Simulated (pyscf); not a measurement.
Thermochemistry of product channels of H₂Al–AsH₂ on the singlet surface, in eV, from ωB97M-D3(BJ)/def2-TZVP energies (ideal gas, 1 atm, RRHO with modes under 100 cm⁻¹ raised to 100, one conformer, R ln 2 for rigid chiral ones). Optimised with ωB97X-D3(BJ)/def2-SVP in PySCF.

```tsv
products	ΔE	ΔH(298 K)	ΔG(600 K)	ΔG(900 K)
Al–AsH₂ [singlet] + H₂	+1.11	+1.06	+0.33	…
HAl=AsH + H₂	+1.41	+1.31	+0.62	…
AsH₃ + AlH [singlet]	…	+1.65	+0.93	+0.60
```

Question: Complete the blanks.

Answer: 
- Al–AsH₂ [singlet] + H₂, ΔG(900 K): -0.03
- HAl=AsH + H₂, ΔG(900 K): +0.27
- AsH₃ + AlH [singlet], ΔE: +1.69

The channel to Al–AsH₂ [singlet] + H₂ turns favourable between 298 and 1200 K (ΔG from +0.70 eV to -0.39 eV).

These are energies of the channels, which say nothing of barriers. Elements up to Kr have no core potential and no relativistic terms here.
